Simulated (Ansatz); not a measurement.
# SiH₅ (doublet): from Hartree-Fock to the top rungs at distance H1–H2 along a hydrogen transfer = 0.745 Å, cc-pVTZ

How much of the correlation energy of SiH₅ (doublet) does each wave-function method recover here?

Method: cc-pVTZ, core rule «outside noble gas», up to 5 orbitals frozen; program: Ansatz 0.2.0, Gaussian basis.

The runs, in order: UHF; CCSD(T) on ROHF; CCSD(T) on UHF; BCCD(T) on ROHF; CISD; CCSDT(Q) on ROHF; CCSDT(Q) on UHF; CASSCF and NEVPT2, 3 electrons in 3 orbitals; CASSCF and NEVPT2, 9 electrons in 9 orbitals.

## 1. What is computed

The geometry derives from fragments relaxed apart (PBE0/def2-TZVP) and kept rigid, so it is no stationary point. A hydrogen atom is moved between rigid fragments.

6 atoms, charge 0, spin multiplicity 2.

Atoms are counted from 1 here; the program's logs count them from 0.

Bond lengths: H1–H2 0.745 Å, Si3–H4 1.486 Å, Si3–H5 1.486 Å, Si3–H6 1.486 Å. Angles: H4–Si3–H5 111.3°, H4–Si3–H6 111.3°, H5–Si3–H6 111.3°.

## 2. UHF

in.yaml reads:

```yaml
crystal:
  periodic: [false, false, false]
  atoms:
    - {symbol: H, position_ang: [-2.428508, 0.000000, -0.000001]}
    - {symbol: H, position_ang: [-1.683508, 0.000000, -0.000001]}
    - {symbol: Si, position_ang: [0.089492, 0.000000, 0.000000]}
    - {symbol: H, position_ang: [0.539466, -1.416253, 0.000001]}
    - {symbol: H, position_ang: [0.539466, 0.708126, -1.226511]}
    - {symbol: H, position_ang: [0.539465, 0.708127, 1.226511]}
basis:
  gaussian: {orbitals: cc-pVTZ}
magnetization: {spin_polarized: true, initial_magnetization: 1}
hamiltonian: {xc: hf}
output: {orbitals: {seedname: orbitals}}
```

Started as:

```
$ ansatz run in.yaml --threads 1 --pin off --events-out ev --progress --plain --max-ram 5120MiB --backend cpu
```

After this run come: CCSD(T) on ROHF; CCSD(T) on UHF; BCCD(T) on ROHF; CISD; CCSDT(Q) on ROHF; CCSDT(Q) on UHF; CASSCF and NEVPT2, 3 electrons in 3 orbitals; CASSCF and NEVPT2, 9 electrons in 9 orbitals.

Q: Predict the results of all the runs planned. Wanted: UCCSDT(Q) below the RHF energy; RMP2 from UCCSDT(Q); UMP2 from UCCSDT(Q); RCCSD from UCCSDT(Q); RCCSD(T) from UCCSDT(Q); UCCSD(T) from UCCSDT(Q); RCCSDT(Q) from UCCSDT(Q); NEVPT2 pair from UCCSDT(Q); NEVPT2 valence from UCCSDT(Q).

The runs gave:

| quantity | value |
| --- | --- |
| UCCSDT(Q) below the RHF energy | -5.4989 eV |
| RMP2 from UCCSDT(Q) | +103.1 kJ/mol |
| UMP2 from UCCSDT(Q) | +103.9 kJ/mol |
| RCCSD from UCCSDT(Q) | +15.1 kJ/mol |
| RCCSD(T) from UCCSDT(Q) | +2.8 kJ/mol |
| UCCSD(T) from UCCSDT(Q) | +2.8 kJ/mol |
| RCCSDT(Q) from UCCSDT(Q) | +0.1 kJ/mol |
| NEVPT2 pair from UCCSDT(Q) | +105.3 kJ/mol |
| NEVPT2 valence from UCCSDT(Q) | +108.9 kJ/mol |
| levels within 1 kcal/mol (43 meV) | RCCSD(T), UCCSD(T), BCCD(T), RCCSDT, UCCSDT, RCCSDT(Q) |
| T1 diagnostic | 0.020 |
| effectively unpaired electrons | 1.01 |

In words: RCCSD(T) lands +2.8 kJ/mol from the yardstick (0.5 % of the correlation energy). One determinant dominates. Of the multireference levels listed NEVPT2 pair comes nearest in total energy (+105.3 kJ/mol), which doesn't show that its space is the better one. These misses are within one basis, not against nature; the frozen cores of restricted and unrestricted runs differ, which can shift their rows.
